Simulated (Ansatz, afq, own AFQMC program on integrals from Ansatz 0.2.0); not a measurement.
AFQMC on a folder of integrals that Ansatz 0.2.0 wrote.

```yaml
crystal:
  periodic: [false, false, false]
  atoms:
    - {symbol: Si, position_ang: [-0.054539, -0.004557, 0.102990]}
    - {symbol: I, position_ang: [1.736895, -1.686384, 0.084981]}
    - {symbol: I, position_ang: [-1.802670, -0.570786, -1.528376]}
    - {symbol: I, position_ang: [0.848414, 2.240227, -0.325695]}
basis:
  gaussian: {orbitals: def2-SVP}
magnetization: {spin_polarized: true, initial_magnetization: 1}
correlation: {method: ccsd_t, electrons: outside_noble_gas, hamiltonian_folder: ham}
```

```sh
$ ansatz run in.yaml --threads 1 --pin off --events-out ev --progress --plain --max-ram 24576MiB --backend cuda --devices 0, --max-vram 18GiB
```

Options of the walk:

```
--method phaseless --trial cisd --walkers 4000 --populations 20 --least-time 60 --time-step 0.005 --steps-per-block 50 --equilibration-blocks 28 --max-blocks 4000 --target-error 0.0003 --factor-cut 1e-05 --start spin_pure --seed 4117 --release-times 0.21,0.42,0.63,0.9 --release-step 0.03 --release-every 5 --taylor-order 6
```

Times are imaginary, in 1/Eh. The walk had a cap of 224 s. With eight or more populations the least sampling time is a fifth of least-time, and the error comes from their spread. Filled inner d shells are frozen with the cores. Core potentials past Kr, no spin–orbit coupling.

afq prints:

```
orbitals 64  electrons 13 12  factors 519 of 1171
reference energy -1178.88420287 Eh
CCSD correlation -0.39607655 Eh in 13 cycles, weight of the determinant in the CISD state 0.7971
energy of the start -1179.279608 Eh
 block  time / (1/Eh)  mean weight  energy / Eh
     1     0.250  0.9995  -1179.264667
     2     0.500  0.9996  -1179.266636
     3     0.750  1.0000  -1179.272248
     4     1.000  1.0000  -1179.278421
     5     1.250  0.9996  -1179.282679
     9     2.250  0.9997  -1179.291234
    15     3.750  1.0002  -1179.293031
    17     4.250  0.9999  -1179.292256
    23     5.750  1.0000  -1179.293485
    31     7.750  1.0001  -1179.294722
    39     9.750  0.9999  -1179.293630
    47    11.750  1.0003  -1179.295797
    55    13.750  0.9998  -1179.293156
    63    15.750  1.0000  -1179.295173
    71    17.750  1.0002  -1179.294101
    79    19.750  0.9998  -1179.295280
    87    21.750  0.9998  -1179.293407
error from the spread of 20 populations
released: time / (1/Eh)  energy / Eh  error  mean overlap
  0.21  -1179.294549  0.000313  0.9989
  0.42  -1179.294513  0.000271  0.9998
  0.63  -1179.294609  0.000234  0.9991
  0.90  -1179.294219  0.000251  1.0041
energy -1179.294389 +/- 0.000288 Eh
(rows thinned)
```

The run passed its tests (sampling time, drift between the halves within three errors, error under three times the target), which doesn't prove that it has relaxed.

Against this walk (error 7.8 meV) on the same determinant: CCSD(T) 51.0 meV higher. The error is statistical and leaves out the bias of the constraint. Released to 0.90 1/Eh the energy moves by 5 ± 10 meV (both errors), within twice the noise.

Cautions: constraint bias not in the error; no spin-orbit coupling; inner d shell frozen.

The walk took 120 s on 1 × NVIDIA H100 80GB HBM3 with 2 threads of AMD EPYC 7R13 Processor (Zen 3) (shared host) (the card was shared). The log's last line is the phaseless energy.
